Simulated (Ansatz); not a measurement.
Ag (Im-3m, No. 229, 1 atom in the cell; start mp-2646971; another form than the element's usual one)

All values below come from PBEsol in Ansatz (PAW).

Numerical settings: plane-wave cutoff 500 eV, 30×30×30 k mesh, Fermi–Dirac smearing 0.1 eV, no spin polarisation, scalar-relativistic PAW data made under PBE.

Cell (relaxed at this level):

```cif
data_Ag
_chemical_formula_sum 'Ag1'
_space_group_name_H-M_alt 'P 1'
_space_group_IT_number 1
_cell_length_a 2.79290
_cell_length_b 2.79290
_cell_length_c 2.79290
_cell_angle_alpha 109.471
_cell_angle_beta 109.471
_cell_angle_gamma 109.471
loop_
_space_group_symop_operation_xyz
  'x, y, z'
loop_
_atom_site_label
_atom_site_type_symbol
_atom_site_fract_x
_atom_site_fract_y
_atom_site_fract_z
_atom_site_occupancy
Ag1 Ag 0.00000 0.00000 0.00000 1
```

For Ag (Im-3m, No. 229, 1 atom in the cell; start mp-2646971; another form than the element's usual one), the band gap is zero (no gap).

Note: the relaxation could not lower the start's symmetry, so the cell can be a saddle point above a distorted one.

Spin–orbit coupling is not included.

Computed values are for the static lattice.

Computing time: about 70 core-seconds (a rough figure).

A start named mp-… is a Materials Project structure, which need not be a measured phase.

Ansatz is an electronic-structure program.
